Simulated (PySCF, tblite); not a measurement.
# C₅H₆: geometry, infrared bands, NMR shifts, spin-spin couplings, electronic excitations and core binding energies

What infrared bands, NMR shifts, spin-spin couplings, electronic excitations and core binding energies should C₅H₆ (`C=CC1=CC1`) show?

Computed with tblite 0.8.0 and PySCF 2.14.0, with density-fitted response routines of our own, on a single molecule in the gas phase. Atoms count from 0, in the outputs and in this text.

### Step 1. The molecule as given

11 atoms, charge 0, multiplicity 1; geometry from: GFN2-xTB.

Bonds of the start (Å): C0–C1 1.33, C1–C2 1.42, C2–C3 1.31, C3–C4 1.50, C4–C2 1.50, C0–H5 1.08, C0–H6 1.08, C1–H7 1.08, C3–H8 1.06, C4–H9 1.09, C4–H10 1.09.

### Step 2. Vibrational analysis with GFN2-xTB

What the job is given:

```
{"job": {"kind": "ir", "xc": "GFN2-xTB", "basis": "xTB"}, "charge": 0, "multiplicity": 1}
C      1.377460    -1.357333     0.359759
C      1.192330    -0.047313     0.204889
C     -0.078085     0.525186    -0.064583
C     -0.857242     1.550331    -0.298152
C     -1.532388     0.212939    -0.278552
H      0.553971    -2.048337     0.287780
H      2.348761    -1.774287     0.561726
H      2.021995     0.645712     0.277339
H     -1.011924     2.592207    -0.431222
H     -1.854141    -0.236881    -1.212524
H     -2.155312    -0.059554     0.567577
```

**Question.** This job is followed by: PBE0-D3(BJ)/def2-SVP geometry optimisation, gas phase; GIAO PBE0/pcSseg-1 NMR shielding, non-relativistic, gas phase; B3LYP/pcJ-1 indirect spin-spin coupling, non-relativistic, gas phase; TDDFT PBE0/def2-SVPD, vertical, gas phase, core orbitals frozen in the response; GIAO WP04/pcSseg-2 NMR shielding, non-relativistic, gas phase; delta-SCF UKS SCAN, pcX-2 on the ionised atom, pcseg-1 elsewhere, spin-free X2C. What will the session give for the following? strongest single infrared mode (GFN2-xTB); zero-point energy (GFN2-xTB); point group; rotational constants (main isotopes); 13C shifts against TMS (PBE0/pcSseg-1); 1H shifts against TMS (PBE0/pcSseg-1, means over atoms taken as alike); largest coupling of the table (B3LYP/pcJ-1); lowest singlet (PBE0/def2-SVPD); lowest triplet; vertical ionisation energy (ΔSCF); C1s binding energies, SCAN/pcX-2 (standing for 3 of 5 atoms); range of the shift of C2.

As calculated:

| quantity | value |
| --- | --- |
| strongest single infrared mode (GFN2-xTB) | 2995 cm⁻¹, 70 km/mol |
| zero-point energy (GFN2-xTB) | 55.1 kcal/mol |
| point group | Cs |
| rotational constants (main isotopes) | 15.59, 3.57, 2.96 GHz |
| 13C shifts against TMS (PBE0/pcSseg-1) | 133.5, 132.2, 123.4, 113.4, 7.7 ppm |
| 1H shifts against TMS (PBE0/pcSseg-1, means over atoms taken as alike) | 7.06, 6.89, 5.99, 5.85, 1.23 ppm |
| largest coupling of the table (B3LYP/pcJ-1) | 1J(C,H) C3–H8, 241.2 Hz |
| lowest singlet (PBE0/def2-SVPD) | 5.09 eV (243 nm), f = 0.350 |
| lowest triplet | 2.86 eV |
| vertical ionisation energy (ΔSCF) | 8.60 eV |
| C1s binding energies, SCAN/pcX-2 (standing for 3 of 5 atoms) | C4 290.73, C3 290.18, C0 290.08 eV |
| range of the shift of C2 | 123.4 to 125.9 ppm |

What this shows: All 27 modes are real, so the xTB geometry is a minimum. The strongest single mode, at 2995 cm⁻¹, moves mainly H10 and H9. GFN2-xTB is a fitted tight-binding method: band positions and strengths are rough. Its intensities can rank the bands wrongly. The optimisation took 2 steps and gained 0.045 eV; among the close pairs (by a distance rule), C3–H8 changed most, from 1.062 to 1.087 Å. C0 (terminal =CH2 carbon) lies farthest downfield among carbon, at 133.5 ppm; an sp2 carbon of a C=C bond. In the run at B3LYP/pcJ-1, the largest coupling of the table is C3–H8, 241.2 Hz, of which the Fermi-contact term gives 241.4 Hz. Couplings across rotatable bonds belong to this one conformer; where others are populated, the observed values are averages. The first singlet state (HOMO→LUMO 0.95) lies at 5.09 eV and is bright. The lowest triplet lies 2.23 eV below the lowest singlet (triplets in Tamm-Dancoff, singlets in full TDDFT). ΔSCF puts the ionisation energy at 8.60 eV, 1.99 eV above −ε(HOMO). The C1s levels kept as sound span 0.65 eV, from C0 (terminal =CH2 carbon) up to C4 (three-membered-ring carbon). Only 3 of the 5 C atoms are covered by sound results. In ppm, C2 moves most: its shift spreads over 2.5 ppm, from 123.4 (PBE0/pcSseg-1) to 125.9 (WP04/pcSseg-2).
